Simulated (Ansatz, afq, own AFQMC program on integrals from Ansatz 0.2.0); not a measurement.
Two steps: Ansatz 0.2.0 writes the Fock matrix and Cholesky factors of the valence space, and afq projects on them the lowest state that overlaps trial and start.

```yaml
crystal:
  periodic: [false, false, false]
  atoms:
    - {symbol: O, position_ang: [0.044013, -1.152207, -0.136277]}
    - {symbol: Si, position_ang: [0.187083, 0.329261, 0.727550]}
    - {symbol: O, position_ang: [-0.495102, 0.060048, 2.190651]}
    - {symbol: O, position_ang: [1.739931, 0.780987, 1.005372]}
    - {symbol: O, position_ang: [-0.607912, 1.176576, -0.399416]}
    - {symbol: Ga, position_ang: [-1.019166, -0.121139, -1.665738]}
    - {symbol: Cl, position_ang: [0.358513, -0.079986, -3.333303]}
    - {symbol: H, position_ang: [0.164444, -2.037114, 0.222832]}
    - {symbol: H, position_ang: [-0.110211, 0.533175, 2.934230]}
    - {symbol: H, position_ang: [2.184373, 1.216806, 0.270574]}
    - {symbol: H, position_ang: [-2.445955, -0.706398, -1.816466]}
basis:
  gaussian: {orbitals: def2-SVP}
magnetization: {spin_polarized: false}
correlation: {method: ccsd_t, electrons: outside_noble_gas, hamiltonian_folder: ham}
```

```sh
$ ansatz run in.yaml --threads 1 --pin off --events-out ev --progress --plain --max-ram 16896MiB --backend cuda --devices 0, --max-vram 18GiB
```

afq runs on the folder ham with

```
--method phaseless --trial cisd --walkers 1300 --populations 20 --least-time 60 --time-step 0.005 --steps-per-block 50 --equilibration-blocks 28 --max-blocks 4000 --target-error 0.00039 --factor-cut 1e-05 --seed 6504 --release-times 0.21,0.42,0.63,0.9 --release-step 0.03 --release-every 5 --taylor-order 6
```

Times are imaginary, in 1/Eh. The walk had a cap of 255 s. With eight or more populations the least sampling time is a fifth of least-time, and the error comes from their spread. Filled inner d shells are frozen with the cores.

afq prints:

```
orbitals 116  electrons 21 21  factors 1003 of 1366
reference energy -2973.04839841 Eh
CCSD correlation -1.06236826 Eh in 10 cycles, weight of the determinant in the CISD state 0.7469
energy of the start -2974.110762 Eh
 block  time / (1/Eh)  mean weight  energy / Eh
     1     0.250  0.9986  -2974.056409
     2     0.500  0.9995  -2974.087619
     3     0.750  1.0005  -2974.105024
     4     1.000  0.9991  -2974.114502
     5     1.250  1.0004  -2974.127534
     9     2.250  1.0005  -2974.133864
    13     3.250  1.0008  -2974.134521
    17     4.250  0.9988  -2974.133611
    21     5.250  1.0006  -2974.135759
    25     6.250  0.9996  -2974.137278
    26     6.500  1.0005  -2974.129185
    29     7.250  1.0010  -2974.131611
    33     8.250  1.0003  -2974.132011
    37     9.250  0.9998  -2974.138325
    41    10.250  0.9999  -2974.141652
    45    11.250  1.0002  -2974.142204
    46    11.500  1.0001  -2974.144888
    49    12.250  0.9992  -2974.136487
    53    13.250  1.0003  -2974.143866
    57    14.250  1.0008  -2974.136369
    61    15.250  1.0000  -2974.142377
    63    15.750  0.9998  -2974.131654
error from the spread of 20 populations
released: time / (1/Eh)  energy / Eh  error  mean overlap
  0.21  -2974.136667  0.001640  1.0051
  0.42  -2974.139246  0.001410  0.9977
  0.63  -2974.138653  0.002298  1.0061
  0.90  -2974.137714  0.002629  0.9949
energy -2974.136951 +/- 0.000997 Eh
(rows thinned)
```

The time cap ended the run before it passed its tests.

Against this walk (error 27.1 meV) on the same determinant: CCSD(T) 81.7 meV higher. The error is statistical and leaves out the bias of the constraint. None of these is a sure reference here. The released energies get too noisy after the second time (errors over twice the walk's own, or jumping) (meV from the phaseless value at times in 1/Eh: 8 ± 45 at 0.21, -62 ± 38 at 0.42, -46 ± 63 at 0.63, -21 ± 72 at 0.90), so they give no level.

Cautions: constraint bias not in the error; error not settled; error above the target (27.1 against 10.6 meV); no relativity below Rb; no spin-orbit coupling; inner d shell frozen; the sampling time fell short of the least asked.

The walk took 4.3 min on 1 × NVIDIA H100 80GB HBM3 with 2 threads of AMD EPYC 7R13 Processor (Zen 3), on a shared host (the card was shared). The log's last line is the phaseless energy.
